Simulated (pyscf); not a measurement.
## Four-centre exchange: `[BH2][Cl]` + `[ClH]` → `[Cl][BH][Cl]` + `[H][H]`

Gas phase, singlet surface, charge 0. Bonds broken: B1–H6, Cl2–H3. Bonds formed: B1–Cl2, H3–H6. PySCF, gas phase, ωB97X-D3(BJ)/def2-SVP geometries.

Transition state (Å):

```xyz
6

B     -0.1199     0.1664     0.0668
Cl     1.3188     1.0231    -1.1994
H      1.3547     0.2172     0.0669
H     -0.7096     1.0928     0.5441
Cl    -0.9511    -1.1640    -0.7511
H      0.7767    -0.2715     0.8813
```

One imaginary mode, 925i cm⁻¹; descent along it reached the two sides named.

| bond | change | reactant side (Å) | saddle | product side |
|---|---|---|---|---|
| B1–H6 | breaks | 1.201 | 1.288 | 3.0 |
| Cl2–H3 | breaks | 1.285 | 1.501 | 3.4 |
| B1–Cl2 | forms | 2.9 | 2.099 | 1.741 |
| H3–H6 | forms | 3.5 | 1.112 | 0.760 |

Electronic energies relative to the separated reactants (kJ/mol):

```tsv
level	barrier	reaction energy	reverse barrier
ωB97X-D3(BJ)/def2-TZVP	64.4	-75.5	139.9
PBE/def2-TZVP	32.3	-79.2	111.5
r²SCAN/def2-TZVP	40.7	-81.8	122.5
B3LYP-D3(BJ)/def2-TZVP	63.4	-74.0	137.4
PBE0-D3(BJ)/def2-TZVP	42.0	-76.0	118.0
M06-2X/def2-TZVP	64.7	-76.9	141.6
ωB97M-D3(BJ)/def2-TZVP	65.5	-71.8	137.3
HF/def2-TZVP	152.2	-50.6	202.7
```

With ωB97M-D3(BJ)/def2-TZVP energies and thermal terms (ideal gas, 1 atm, RRHO with modes under 100 cm⁻¹ raised to 100, one conformer, R ln 2 for chiral ones without a mode under 150 cm⁻¹), in kJ/mol:

```csv
T (K),ΔH‡,ΔG‡,ΔH,ΔG
298,65.0,104.5,-78.7,-71.9
600,63.3,145.4,-75.8,-66.1
900,64.0,186.3,-73.7,-61.8
1200,65.6,226.8,-72.4,-58.0
```

One saddle was located; it need not be the lowest between these sides.
